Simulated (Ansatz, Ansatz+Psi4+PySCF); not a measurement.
| atom | x (Å) | y (Å) | z (Å) |
| --- | --- | --- | --- |
| C | 0.0000 | 0.0263 | -0.8204 |
| C | 0.0000 | -0.0263 | 0.8204 |
| O | 0.0000 | 1.1494 | -1.4659 |
| O | 0.0000 | -1.1494 | 1.4659 |
| H | 0.0000 | -1.0585 | -1.3526 |
| H | 0.0000 | 1.0585 | 1.3526 |

Basis set: cc-pVTZ (spherical functions). Left uncorrelated: 4 orbitals. Charge 0, multiplicity 1.

Computed with Ansatz (development build ahead of 0.2.0); each method stands on the lowest determinant of its kind that the runs found. Restricted open shells among the atoms or ions are ROHF, correlated in semicanonical orbitals with singles.

The atomization energy at this shape (free ground-state atoms in the same class of orbitals less the molecule, no zero-point energy) of singlet C₂H₂O₂:

```json
{"method": "RHF-MP2", "atomization energy": "26.64 eV"}
```

What does RHF give?

17.02 eV. Caution: in another basis set an unrestricted determinant lies well below; the shape is not the minimum.
